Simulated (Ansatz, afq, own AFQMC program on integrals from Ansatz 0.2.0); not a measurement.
# H₂Cl (doublet): quantum Monte Carlo beside coupled cluster at distance Cl1–H2 along a hydrogen transfer = 1.445 Å, cc-pVTZ

How near does AFQMC come to the top of the ladder for H₂Cl (doublet)?

Program: Ansatz 0.2.0, Gaussian basis, and an in-house AFQMC program (afq) on its integrals; all values are calculated. Level of theory: cc-pVTZ, frozen cores. These are calculated values, not measurements.

To be run: PBE (unrestricted); r2SCAN (unrestricted); PBE0 (unrestricted); B3LYP (unrestricted); CCSD(T) on UHF; wB97M-V (unrestricted); B2PLYP (unrestricted); CCSDT(Q) on UHF; Phaseless AFQMC, CISD trial on UHF.

### Step 1. What is computed

The geometry derives from fragments relaxed apart (PBE0/def2-TZVP) and kept rigid, so it is no stationary point. A hydrogen atom is moved between rigid fragments.

3 atoms, charge 0, spin multiplicity 2.

Atoms are counted from 1 here; the program's logs count them from 0.

Bond lengths: Cl1–H2 1.445 Å.

### Step 2. PBE (unrestricted)

in.yaml reads:

```yaml
crystal:
  periodic: [false, false, false]
  atoms:
    - {symbol: Cl, position_ang: [0.000000, 0.000000, -1.253000]}
    - {symbol: H, position_ang: [0.000000, 0.000000, 0.192000]}
    - {symbol: H, position_ang: [0.000000, 0.000000, 1.061000]}
basis:
  gaussian: {orbitals: cc-pVTZ}
magnetization: {spin_polarized: true, initial_magnetization: 1}
hamiltonian: {xc: {name: PBE}}
output: {orbitals: {seedname: orbitals}}
```

Started as:

```
$ ansatz run in.yaml --threads 1 --pin off --events-out ev --progress --plain --max-ram 5632MiB --backend cpu
```

The program printed:

```text
Functional definition: PBE
  name "PBE"
  cite "Perdew, Burke & Ernzerhof, Phys. Rev. Lett. 77, 3865 (1996) doi:10.1103/PhysRevLett.77.3865"
  parent pbe
  parameter kappa = 0.804
  parameter beta = 0.06672455060314922
  exchange = pbe_x(kappa = kappa, mu = beta*pi^2/3)
  correlation = pbe_c(beta = beta)
393 factors; their error is unknown
mean field evaluation 1: about -12547.6966 eV, gradient 7.2e0 eV
mean field evaluation 2: about -12547.8038 eV, gradient 7.0e0 eV
mean field evaluation 4: about -12548.0956 eV, gradient 7.0e-1 eV
mean field evaluation 8: about -12548.0876 eV, gradient 8.8e-3 eV
mean field evaluation 16: about -12545.7684 eV, gradient 7.6e-1 eV
mean field -12548.08762857 eV, -461.1337149507 hartree, gradient 3.0e-5 eV, S^2 0.754275; 3 other end points of the search recorded, 0 dependent functions left out
reference -12548.08765691 eV, -461.1337159923 hartree; 10, 9 occupied and 52, 53 virtual orbitals, 393 factors
Total energy: -12548.08765691 eV, -461.1337159923 hartree
```

Run time: 0.88 s. Hardware: 1 thread of AMD EPYC 7R13 (Zen 3), shared host; peak memory 1.6 GiB.

From the report: ⟨S²⟩ of the determinant 0.754 (pure doublet: 0.75).

### Step 3. r2SCAN (unrestricted)

Changes to in.yaml since step 2:

```diff
@@ -9,3 +9,2 @@
 magnetization: {spin_polarized: true, initial_magnetization: 1}
-hamiltonian: {xc: {name: PBE}}
-output: {orbitals: {seedname: orbitals}}
+hamiltonian: {xc: {name: r2SCAN}}
```

Same command.

The program printed:

```text
Functional definition: r2SCAN
  name "r2SCAN"
  cite "Furness, Kaplan, Ning, Perdew & Sun, J. Phys. Chem. Lett. 11, 8208 (2020) doi:10.1021/acs.jpclett.0c02405"
  cite "Furness, Kaplan, Ning, Perdew & Sun, J. Phys. Chem. Lett. 11, 9248 (2020) doi:10.1021/acs.jpclett.0c03077"
  parent r2scan
  parameter k0 = 0.174
  parameter k1 = 0.065
  parameter a1 = 4.9479
  exchange = r2scan_x(k0 = k0, k1 = k1, a1 = a1)
  correlation = r2scan_c
393 factors; their error is unknown
mean field evaluation 1: about -12552.1277 eV, gradient 6.4e0 eV
mean field evaluation 2: about -12552.2949 eV, gradient 5.2e0 eV
mean field evaluation 4: about -12552.4467 eV, gradient 6.7e-1 eV
mean field evaluation 8: about -12552.4399 eV, gradient 1.2e-2 eV
mean field -12552.43992725 eV, -461.2936589772 hartree, gradient 2.8e-5 eV, S^2 0.758216; 0 other end points of the search recorded, 0 dependent functions left out
reference -12552.43993553 eV, -461.2936592813 hartree; 10, 9 occupied and 52, 53 virtual orbitals, 393 factors
Total energy: -12552.43993553 eV, -461.2936592813 hartree
```

Run time: 1.1 s. Hardware: 1 thread of AMD EPYC 7R13 (Zen 3), shared host; peak memory 1.6 GiB.

From the report: ⟨S²⟩ of the determinant 0.758 (pure doublet: 0.75).

### Step 4. PBE0 (unrestricted)

Changes to in.yaml since step 3:

```diff
@@ -9,2 +9,3 @@
 magnetization: {spin_polarized: true, initial_magnetization: 1}
-hamiltonian: {xc: {name: r2SCAN}}
+hamiltonian: {xc: {name: PBE0}}
+output: {orbitals: {seedname: orbitals}}
```

Launched as before.

The program printed:

```text
Functional definition: PBE0
  name "PBE0"
  cite "Adamo & Barone, J. Chem. Phys. 110, 6158 (1999) doi:10.1063/1.478522"
  cite "Perdew, Burke & Ernzerhof, Phys. Rev. Lett. 77, 3865 (1996) doi:10.1103/PhysRevLett.77.3865"
  parent pbe
  parameter a = 0.25
  parameter kappa = 0.804
  parameter beta = 0.06672455060314922
  exchange = (1 - a)*pbe_x(kappa = kappa, mu = beta*pi^2/3) + a*exact_x
  correlation = pbe_c(beta = beta)
419 factors; their error is unknown
mean field evaluation 1: about -12548.7953 eV, gradient 5.1e0 eV
mean field evaluation 2: about -12548.9322 eV, gradient 3.5e0 eV
mean field evaluation 4: about -12548.9949 eV, gradient 2.1e-1 eV
mean field evaluation 8: about -12549.0709 eV, gradient 1.8e-1 eV
mean field evaluation 16: about -12549.0709 eV, gradient 1.9e-5 eV
mean field -12549.07093968 eV, -461.1698509674 hartree, gradient 1.9e-5 eV, S^2 0.758746; 0 other end points of the search recorded, 0 dependent functions left out
reference -12549.07096125 eV, -461.1698517600 hartree; 10, 9 occupied and 52, 53 virtual orbitals, 419 factors
Total energy: -12549.07096125 eV, -461.1698517600 hartree
```

Wall time 0.57 s (1 thread of AMD EPYC 7R13 (Zen 3), shared host); peak memory 1.6 GiB.

From the report: ⟨S²⟩ of the determinant 0.759 (pure doublet: 0.75).

### Step 5. B3LYP (unrestricted)

Changes to in.yaml since step 4:

```diff
@@ -9,3 +9,2 @@
 magnetization: {spin_polarized: true, initial_magnetization: 1}
-hamiltonian: {xc: {name: PBE0}}
-output: {orbitals: {seedname: orbitals}}
+hamiltonian: {xc: {name: B3LYP}}
```

Same command.

The program printed:

```text
Functional definition: B3LYP
  name "B3LYP"
  cite "Stephens, Devlin, Chabalowski & Frisch, J. Phys. Chem. 98, 11623 (1994) doi:10.1021/j100096a001"
  cite "Becke, Phys. Rev. A 38, 3098 (1988) doi:10.1103/PhysRevA.38.3098"
  cite "Lee, Yang & Parr, Phys. Rev. B 37, 785 (1988) doi:10.1103/PhysRevB.37.785"
  cite "Vosko, Wilk & Nusair, Can. J. Phys. 58, 1200 (1980) doi:10.1139/p80-159"
  parameter a0 = 0.2
  parameter ax = 0.72
  parameter ac = 0.81
  exchange = (1 - a0 - ax)*slater_x + ax*b88_x + a0*exact_x
  correlation = (1 - ac)*vwn_rpa_c + ac*lyp_c
408 factors; their error is unknown
mean field evaluation 1: about -12553.5900 eV, gradient 5.6e0 eV
mean field evaluation 2: about -12553.7260 eV, gradient 4.2e0 eV
mean field evaluation 4: about -12553.8112 eV, gradient 2.1e-1 eV
mean field evaluation 8: about -12553.8697 eV, gradient 2.2e-2 eV
mean field -12553.86969824 eV, -461.3462020919 hartree, gradient 1.1e-5 eV, S^2 0.756870; 0 other end points of the search recorded, 0 dependent functions left out
reference -12553.86988282 eV, -461.3462088750 hartree; 10, 9 occupied and 52, 53 virtual orbitals, 408 factors
Total energy: -12553.86988282 eV, -461.3462088750 hartree
```

Wall time 0.57 s (1 thread of AMD EPYC 7R13 (Zen 3), shared host); peak memory 1.6 GiB.

From the report: ⟨S²⟩ of the determinant 0.757 (pure doublet: 0.75).

### Step 6. CCSD(T) on UHF

Changes to in.yaml since step 5:

```diff
@@ -9,2 +9,2 @@
 magnetization: {spin_polarized: true, initial_magnetization: 1}
-hamiltonian: {xc: {name: B3LYP}}
+correlation: {method: ccsd_t, electrons: outside_noble_gas, hamiltonian_folder: ham}
```

Started as:

```
$ ansatz run in.yaml --threads 1 --pin off --events-out ev --progress --plain --max-ram 16896MiB --backend cuda --devices 0, --max-vram 18GiB
```

The program printed (excerpt; [...] marks lines left out):

```text
Functional definition: HF
  name "HF"
  cite "Fock, Z. Phys. 61, 126 (1930) doi:10.1007/BF01340294"
  parent pbe
[...]
349 factors; integrals over basis functions are off by at most 1.2e-3 eV
[...]
mean field -12533.09183217 eV, -460.5826295974 hartree, gradient 1.0e-6 eV, S^2 0.786594; 1 other end points of the search recorded, 0 dependent functions left out
determinant -12533.09183217 eV, -460.5826295974 hartree, with singles and doubles -12539.56476389 eV, -460.8205054507 hartree
determinant -12531.15315913 eV, -460.5113846772 hartree, with singles and doubles -12537.53638790 eV, -460.7459640078 hartree
5 core orbitals not correlated: weight in the atoms' cores, before any rotation towards them, 1.000 or more for the frozen orbitals, at most 0.000 for the correlated occupied ones
reference -12533.09183217 eV, -460.5826295974 hartree; 5, 4 occupied and 52, 53 virtual orbitals, 349 factors
second order -5.72407846 eV of doubles, -0.00000000 eV of singles
cycle   1  -6.42538742 eV  change   -2.2e-1 eV  update   1.2e-2
[...]
cycle   8  -6.43335755 eV  change   -6.3e-7 eV  update   6.5e-6
perturbative correction -0.22444700 eV, -0.0082482752 hartree
Total energy: -12539.74963672 eV, -460.8272994019 hartree
```

Run time: 4.2 s. Hardware: 1 × NVIDIA H100 80GB HBM3 with 1 thread of AMD EPYC 7R13 (Zen 3), shared host; peak host memory 1.6 GiB.

From the report: ⟨S²⟩ of the determinant 0.787 (pure doublet: 0.75); correlation -6.6578 eV; T1 0.013; largest double amplitude 0.06.

This run also writes the integrals to the folder ham.

### Step 7. wB97M-V (unrestricted)

Changes to in.yaml since step 6:

```diff
@@ -9,2 +9,3 @@
 magnetization: {spin_polarized: true, initial_magnetization: 1}
-correlation: {method: ccsd_t, electrons: outside_noble_gas, hamiltonian_folder: ham}
+hamiltonian: {xc: {name: wB97M-V}}
+output: {orbitals: {seedname: orbitals}}
```

Started as:

```
$ ansatz run in.yaml --threads 1 --pin off --events-out ev --progress --plain --max-ram 5632MiB --backend cpu
```

The program printed (excerpt; [...] marks lines left out):

```text
Functional definition: wB97M-V
  name "wB97M-V"
  cite "Mardirossian & Head-Gordon, J. Chem. Phys. 144, 214110 (2016) doi:10.1063/1.4952647"
  cite "Becke, J. Chem. Phys. 107, 8554 (1997) doi:10.1063/1.475007"
  cite "Vydrov & Van Voorhis, J. Chem. Phys. 133, 244103 (2010) doi:10.1063/1.3521275"
  # Of w^i u^j: cxij and so on, Table III.
[...]
  gx(w, u) = 1 - cx + cx01*u + cx10*w
  gss(w, u) = css00 + css04*u^4 + css10*w + css20*w^2 + css43*w^4*u^3
  gos(w, u) = cos00 + cos10*w + (cos20 + cos21*u)*w^2 + (cos60 + cos61*u)*w^6
[...]
      + integral(e_c_pw_mod_opposite_spin*gos(b97_w_opposite, b97_u_opposite)) + vv10(b, c)
396 factors; their error is unknown
84 factors; integrals over basis functions are off by at most 8.8e-5 eV
[...]
mean field -12552.17157319 eV, -461.2837971473 hartree, gradient 2.1e-5 eV, S^2 0.756323; 0 other end points of the search recorded, 0 dependent functions left out
reference -12552.17160106 eV, -461.2837981714 hartree; 10, 9 occupied and 52, 53 virtual orbitals, 396 factors
Total energy: -12552.17160106 eV, -461.2837981714 hartree
```

Wall time 2 s (1 thread of AMD EPYC 7R13 (Zen 3), shared host); peak memory 1.6 GiB.

From the report: ⟨S²⟩ of the determinant 0.756 (pure doublet: 0.75).

### Step 8. B2PLYP (unrestricted)

Changes to in.yaml since step 7:

```diff
@@ -9,3 +9,3 @@
 magnetization: {spin_polarized: true, initial_magnetization: 1}
-hamiltonian: {xc: {name: wB97M-V}}
-output: {orbitals: {seedname: orbitals}}
+hamiltonian: {xc: {name: B2PLYP}}
+correlation: {electrons: outside_noble_gas}
```

The command is unchanged.

The program printed (excerpt; [...] marks lines left out):

```text
Functional definition: B2PLYP
  name "B2PLYP"
  cite "Grimme, J. Chem. Phys. 124, 034108 (2006) doi:10.1063/1.2148954"
  cite "Becke, Phys. Rev. A 38, 3098 (1988) doi:10.1103/PhysRevA.38.3098"
  cite "Lee, Yang & Parr, Phys. Rev. B 37, 785 (1988) doi:10.1103/PhysRevB.37.785"
[...]
349 factors; integrals over basis functions are off by at most 1.2e-3 eV
[...]
mean field -12547.68716276 eV, -461.1189981035 hartree, gradient 7.7e-6 eV, S^2 0.765968; 0 other end points of the search recorded, 0 dependent functions left out
5 core orbitals not correlated: weight in the atoms' cores, before any rotation towards them, 1.000 or more for the frozen orbitals, at most 0.000 for the correlated occupied ones
reference -12547.68728096 eV, -461.1190024475 hartree; 5, 4 occupied and 52, 53 virtual orbitals, 349 factors
second order -6.99826130 eV of doubles, -0.00000000 eV of singles
Total energy: -12549.57681151 eV, -461.1884414145 hartree
```

Run time: 0.82 s. Hardware: 1 thread of AMD EPYC 7R13 (Zen 3), shared host; peak memory 1.6 GiB.

From the report: ⟨S²⟩ of the determinant 0.766 (pure doublet: 0.75).

### Step 9. CCSDT(Q) on UHF

Changes to in.yaml since step 8:

```diff
@@ -9,3 +9,2 @@
 magnetization: {spin_polarized: true, initial_magnetization: 1}
-hamiltonian: {xc: {name: B2PLYP}}
-correlation: {electrons: outside_noble_gas}
+correlation: {method: ccsdt_q, electrons: outside_noble_gas}
```

Started as:

```
$ ansatz run in.yaml --threads 1 --pin off --events-out ev --progress --plain --max-ram 16896MiB --backend cuda --devices 0, --max-vram 18GiB
```

The program printed (excerpt; [...] marks lines left out):

```text
Functional definition: HF
  name "HF"
  cite "Fock, Z. Phys. 61, 126 (1930) doi:10.1007/BF01340294"
  parent pbe
[...]
673 factors; integrals over basis functions are off by at most 2.1e-7 eV
[...]
mean field -12533.09183543 eV, -460.5826297172 hartree, gradient 8.6e-7 eV, S^2 0.786594; 1 other end points of the search recorded, 0 dependent functions left out
determinant -12533.09183543 eV, -460.5826297172 hartree, with singles and doubles -12539.56477738 eV, -460.8205059464 hartree
determinant -12531.15315923 eV, -460.5113846809 hartree, with singles and doubles -12537.53640417 eV, -460.7459646057 hartree
5 core orbitals not correlated: weight in the atoms' cores, before any rotation towards them, 1.000 or more for the frozen orbitals, at most 0.000 for the correlated occupied ones
reference -12533.09183543 eV, -460.5826297172 hartree; 5, 4 occupied and 52, 53 virtual orbitals, 673 factors
second order -5.72409373 eV of doubles, -0.00000000 eV of singles
cycle   1  -6.22252309 eV  change   -5.0e-1 eV  update   6.1e-2
[...]
cycle  14  -6.67680878 eV  change   -1.0e-6 eV  update   3.8e-7
perturbative correction -0.00888576 eV, -0.0003265457 hartree
Total energy: -12539.77752997 eV, -460.8283244599 hartree
```

It took 8 s on 1 × NVIDIA H100 80GB HBM3 with 1 thread of AMD EPYC 7R13 (Zen 3), shared host; peak host memory 1.6 GiB.

From the report: ⟨S²⟩ of the determinant 0.787 (pure doublet: 0.75); correlation -6.6857 eV; T1 0.014; largest double amplitude 0.07.

### Step 10. Phaseless AFQMC, CISD trial on UHF

It reads the integrals that the CCSD(T) run on this determinant wrote.

Started as:

```
$ afq ham --method phaseless --trial cisd --walkers 4000 --populations 20 --least-time 60 --time-step 0.005 --steps-per-block 50 --equilibration-blocks 28 --max-blocks 4000 --target-error 0.00018 --factor-cut 1e-05 --start spin_pure --seed 8609 --release-times 0.24,0.51,0.99,1.62,2.4 --release-step 0.03 --release-every 3 --taylor-order 6
```

The program printed:

```text
orbitals 57  electrons 5 4  factors 341 of 349
reference energy -460.58262960 Eh
CCSD correlation -0.23642145 Eh in 10 cycles, weight of the determinant in the CISD state 0.9076
energy of the start -460.817780 Eh
 block  time / (1/Eh)  mean weight  energy / Eh
     1     0.250  0.9995  -460.817364
     2     0.500  0.9996  -460.820413
     3     0.750  0.9998  -460.822950
     4     1.000  1.0001  -460.824675
     5     1.250  1.0001  -460.825992
     6     1.500  0.9998  -460.826825
     7     1.750  1.0003  -460.827179
     8     2.000  0.9998  -460.827850
     9     2.250  1.0000  -460.827909
    10     2.500  0.9996  -460.828257
    11     2.750  0.9998  -460.828229
    12     3.000  0.9999  -460.828531
    13     3.250  0.9997  -460.828624
    14     3.500  0.9997  -460.828082
    15     3.750  1.0000  -460.827804
    16     4.000  0.9998  -460.827864
    17     4.250  1.0000  -460.828248
    18     4.500  1.0002  -460.828246
    19     4.750  1.0003  -460.828150
    20     5.000  1.0004  -460.827728
    21     5.250  1.0001  -460.827691
    22     5.500  0.9999  -460.827703
    23     5.750  1.0002  -460.828064
    24     6.000  0.9999  -460.827808
    25     6.250  1.0002  -460.827830
    26     6.500  0.9997  -460.827457
    27     6.750  1.0000  -460.827321
    28     7.000  1.0001  -460.827380
    29     7.250  0.9999  -460.829051
    30     7.500  0.9997  -460.828291
    31     7.750  1.0002  -460.828028
    32     8.000  1.0002  -460.827688
    33     8.250  1.0002  -460.827656
    34     8.500  0.9997  -460.827726
    35     8.750  1.0001  -460.827558
    36     9.000  1.0003  -460.828386
    37     9.250  0.9996  -460.828664
    38     9.500  0.9998  -460.828370
    39     9.750  1.0000  -460.828141
    40    10.000  0.9999  -460.827673
    41    10.250  1.0001  -460.828233
    42    10.500  1.0000  -460.827890
    43    10.750  1.0004  -460.828394
    44    11.000  0.9999  -460.828358
    45    11.250  1.0002  -460.827964
    46    11.500  1.0000  -460.827778
    47    11.750  0.9996  -460.827993
    48    12.000  1.0000  -460.827451
    49    12.250  0.9997  -460.828007
    50    12.500  0.9998  -460.827690
    51    12.750  0.9999  -460.827849
    52    13.000  0.9998  -460.827572
    53    13.250  1.0003  -460.827599
    54    13.500  0.9996  -460.828165
    55    13.750  1.0001  -460.828250
    56    14.000  0.9997  -460.828113
    57    14.250  0.9999  -460.827917
    58    14.500  1.0002  -460.828348
    59    14.750  1.0000  -460.827866
    60    15.000  1.0000  -460.828123
    61    15.250  0.9999  -460.827628
    62    15.500  0.9998  -460.828406
    63    15.750  0.9998  -460.828131
    64    16.000  1.0003  -460.827636
    65    16.250  1.0002  -460.828407
    66    16.500  0.9999  -460.828787
    67    16.750  0.9999  -460.828499
    68    17.000  1.0002  -460.828152
    69    17.250  1.0001  -460.828568
    70    17.500  1.0002  -460.828056
    71    17.750  0.9996  -460.828359
    72    18.000  0.9999  -460.827856
    73    18.250  1.0002  -460.828036
    74    18.500  1.0001  -460.828075
    75    18.750  0.9998  -460.828621
    76    19.000  1.0004  -460.828635
    77    19.250  0.9999  -460.828501
    78    19.500  1.0000  -460.828400
error from the spread of 20 populations
released: time / (1/Eh)  energy / Eh  error  mean overlap
  0.24  -460.828190  0.000067  0.9981
  0.51  -460.825639  0.002596  0.9976
  0.99  -460.828403  0.000072  0.9942
  1.62  -460.828412  0.000105  0.9891
  2.40  -460.828468  0.000112  0.9846
energy -460.828111 +/- 0.000088 Eh
```

Wall time 60 s (1 × NVIDIA H100 80GB HBM3 with 2 threads of AMD EPYC 7R13 (Zen 3), shared host); peak host memory 1.6 GiB.

Energy -12539.7717 ± 0.0024 eV. Caveats: constraint bias not in the error.

### Step 11. AFQMC on the ladder

On the UHF determinant, counted from CCSDT(Q) (a yardstick, not exact):

```
                                                level  energy (eV)  from CCSDT(Q) (kcal/mol)  statistical error (kcal/mol)  time
                                                   HF  -12533.0918                   +154.18                                    
                                                  MP2  -12538.8159                    +22.18                                    
                                                 CCSD  -12539.5252                     +5.82                                    
                                              CCSD(T)  -12539.7496                     +0.64                                    
                                             CCSDT(Q)  -12539.7775                      0.00                                    
Phaseless AFQMC, CISD trial, step 0.005, 4000 walkers  -12539.7717                     +0.13                          0.06  60 s
```

The functionals' totals stand on their own zeros and serve differences with other points: PBE -12548.088 eV; r2SCAN -12552.440 eV; PBE0 -12549.071 eV; B3LYP -12553.870 eV; wB97M-V -12552.172 eV; B2PLYP -12549.577 eV.

### Step 12. What came out

```
                                        quantity                  value
                    CCSD(T) on UHF from CCSDT(Q)         +0.64 kcal/mol
Phaseless AFQMC, CISD trial on UHF from CCSDT(Q)  +0.13 ± 0.06 kcal/mol
```

**Reading.** On UHF the phaseless walk with the CISD trial lies +0.13 kcal/mol from CCSDT(Q), within three error bars. Error bars are statistical and leave out the constraint, the time step and what remains of the start.
